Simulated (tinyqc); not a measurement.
Worked calculation: MP2 on RHF in the sto-6g basis, frozen core, for H2F+, spin multiplicity 1. One step of it, computed by the program tinyqc.

Task: Second-order Moller-Plesset energy. E2 = sum_ijab (ia|jb) [2 (ia|jb) - (ib|ja)] / (e_i + e_j - e_a - e_b) over occupied i, j and virtual a, b; the opposite-spin part is (ia|jb)^2 / denominator, the rest is same-spin, and SCS-MP2 scales them by 6/5 and 1/3.

orbital energies (hartree): MO1 -26.887101, MO2 -1.976946, MO3 -1.092038, MO4 -1.003711, MO5 -0.989532, MO6 -0.106927, MO7 0.043065

Two-electron integrals over orbitals (pq|rs), unique and non-zero (hartree); the lowest 1 orbital is frozen and left out:
```
(22|22) 0.864889    (32|32) 0.151484    (33|22) 0.744052    (33|33) 0.709466
(42|22) -0.009392   (42|33) -0.007278   (42|42) 0.164241    (43|32) 0.008690
(43|43) 0.047992    (44|22) 0.819804    (44|33) 0.696601    (44|42) -0.080785
(44|44) 0.871214    (52|52) 0.185096    (53|53) 0.037109    (54|52) -0.029028
(54|54) 0.051626    (55|22) 0.887912    (55|33) 0.732249    (55|42) -0.049106
(55|44) 0.828167    (55|55) 0.998085    (62|22) -0.133759   (62|33) -0.081337
(62|42) -0.046875   (62|44) -0.095109   (62|55) -0.137704   (62|62) 0.067373
(63|32) 0.025402    (63|43) 0.019901    (63|63) 0.072710    (64|22) -0.155444
(64|33) -0.089231   (64|42) 0.007798    (64|44) -0.159259   (64|55) -0.158893
(64|62) 0.058004    (64|64) 0.080847    (65|52) -0.047586   (65|54) -0.010691
(65|65) 0.022450    (66|22) 0.538599    (66|33) 0.528547    (66|42) 0.061292
(66|44) 0.515839    (66|55) 0.518458    (66|62) -0.043589   (66|64) -0.021761
(66|66) 0.525904    (72|32) 0.072758    (72|43) -0.018500   (72|63) -0.022757
(72|72) 0.058029    (73|22) 0.225573    (73|33) 0.167644    (73|42) -0.051840
(73|44) 0.205145    (73|55) 0.240983    (73|62) -0.065601   (73|64) -0.092870
(73|66) 0.012528    (73|73) 0.165574    (74|32) -0.048849   (74|43) 0.005821
(74|63) -0.045480   (74|72) -0.010633   (74|74) 0.046817    (75|53) 0.025741
(75|75) 0.019848    (76|32) -0.086926   (76|43) -0.052086   (76|63) -0.091830
(76|72) 0.002044    (76|74) 0.061276    (76|76) 0.168237    (77|22) 0.593960
(77|33) 0.591905    (77|42) 0.006165    (77|44) 0.571619    (77|55) 0.582311
(77|62) -0.040738   (77|64) -0.031142   (77|66) 0.520926    (77|73) 0.068843
(77|77) 0.557924
```

Hartree-Fock energy = -99.74660326 hartree

Give: Terms; Pair energies; MP2 correlation energy; SCS-MP2 correlation energy; MP2 total energy.

Result:

Terms:
```
i  j  a  b  (ia|jb)  (ib|ja)  denominator       term
3  3  7  7    0.166    0.166       -2.270     -0.012
3  4  7  6   -0.093   -0.045       -2.032     -0.006
4  3  6  7   -0.093   -0.045       -2.032     -0.006
4  4  6  6    0.081    0.081       -1.794  -3.64e-03
3  3  6  6    0.073    0.073       -1.970  -2.68e-03
2  3  6  7   -0.066   -0.023       -3.005  -2.37e-03
3  2  7  6   -0.066   -0.023       -3.005  -2.37e-03
2  4  6  6    0.058    0.058       -2.767  -1.22e-03
4  2  6  6    0.058    0.058       -2.767  -1.22e-03
2  2  6  6    0.067    0.067       -3.740  -1.21e-03
4  4  7  7    0.047    0.047       -2.094  -1.05e-03
2  2  7  7    0.058    0.058       -4.040  -8.34e-04
5  5  6  6    0.022    0.022       -1.765  -2.86e-04
5  5  7  7    0.020    0.020       -2.065  -1.91e-04
2  3  7  6   -0.023   -0.066       -3.005   1.52e-04
3  2  6  7   -0.023   -0.066       -3.005   1.52e-04
3  4  6  7   -0.045   -0.093       -2.032   4.28e-05
4  3  7  6   -0.045   -0.093       -2.032   4.28e-05
2  4  7  7   -0.011   -0.011       -3.067  -3.69e-05
4  2  7  7   -0.011   -0.011       -3.067  -3.69e-05
```

Pair energies (hartree; pair i-j sums ij and ji):
```
pair  opposite spin  same spin
2-2       -2.05e-03      0.000
3-2       -3.21e-03  -1.22e-03
3-3          -0.015      0.000
4-2       -2.51e-03      0.000
4-3          -0.011  -2.21e-03
4-4       -4.69e-03      0.000
5-5       -4.76e-04      0.000
```

MP2 correlation energy = -0.04165 hartree

SCS-MP2 correlation energy = -0.04700 hartree

MP2 total energy = -99.78825 hartree
